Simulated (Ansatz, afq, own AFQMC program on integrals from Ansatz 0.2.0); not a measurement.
AFQMC on a folder of integrals that Ansatz 0.2.0 wrote.

```yaml
crystal:
  periodic: [false, false, false]
  atoms:
    - {symbol: O, position_ang: [0.000000, 0.000000, 0.000000]}
    - {symbol: O, position_ang: [0.000000, 0.000000, 1.345600]}
basis:
  gaussian: {orbitals: cc-pVDZ}
total_charge: 1
magnetization: {spin_polarized: true, initial_magnetization: 3}
correlation: {method: ccsd_t, electrons: outside_noble_gas, hamiltonian_folder: ham}
```

```sh
$ ansatz run in.yaml --threads 1 --pin off --events-out ev --progress --plain --max-ram 1843MiB
```

Options of the walk:

```
--method free --trial cisd --walkers 20 --time-step 0.02 --max-blocks 30 --target-error 0.0008 --factor-cut 0.0001 --seed 1181 --times 0.0,0.2,0.4,0.8,1.2 --taylor-order 4
```

Times are imaginary, in 1/Eh. The walk had a cap of 194 s.

Output of the walk:

```
orbitals 26  electrons 7 4  factors 159 of 263
reference energy -149.10541702 Eh
CCSD correlation -0.30333186 Eh in 11 cycles, weight of the determinant in the CISD state 0.9048
repeat  energy at the last time / Eh  error
    10  -149.416937  0.000712
    20  -149.419578  0.001477
    30  -149.419155  0.001190
time / (1/Eh)  energy / Eh  error  mean overlap
  0.00  -149.408613  0.000739  1.1056
  0.20  -149.414106  0.000719  1.1196
  0.40  -149.416678  0.000808  1.1411
  0.80  -149.418524  0.001047  1.1587
  1.20  -149.419155  0.001190  1.1750
energy -149.419155 +/- 0.001190 Eh
```

The run passed its tests (error under three times the target), which doesn't prove that it has relaxed.

Against this walk (error 32.4 meV) on the same determinant: CCSD(T) 44.2 meV higher (within the noise), CCSDT(Q) 20.4 meV lower (within the noise). The error is statistical, and a free projection of finite length keeps a remainder of its start. None of these is a sure reference here. The projection is still falling at its last time (meV from the last point: 287 ± 20 at 0.00, 137 ± 20 at 0.20, 67 ± 22 at 0.40, 17 ± 29 at 0.80, 0 ± 32 at 1.20), so its energy is a cut-off value, and the gaps above aren't errors of the other methods.

Cautions: remainder of the start not in the error; error above the target (32.4 against 21.8 meV); lower spins were not checked; the search met a lower determinant of the same kind, perhaps of another symmetry (22 meV lower), and this one is a saddle point; the CCSD(T) amplitudes may be one of several solutions (largest double 0.11); the CCSDT(Q) amplitudes may be one of several solutions (largest double 0.13); so few walkers bias the energy.

The walk took 5.9 s on 1 thread of Arm Neoverse V2, with other jobs on the host. The log's last line is the free-projection energy.

CCSDT and higher add their correlation energy to the determinant of the CCSD(T) run, since their own runs factorise the integrals more tightly (a shift of under 2 meV). A walk keeps the symmetry of its determinant, which the program's search chose and which needn't be the lowest solution, so a lower state of the same spin and another symmetry isn't excluded.
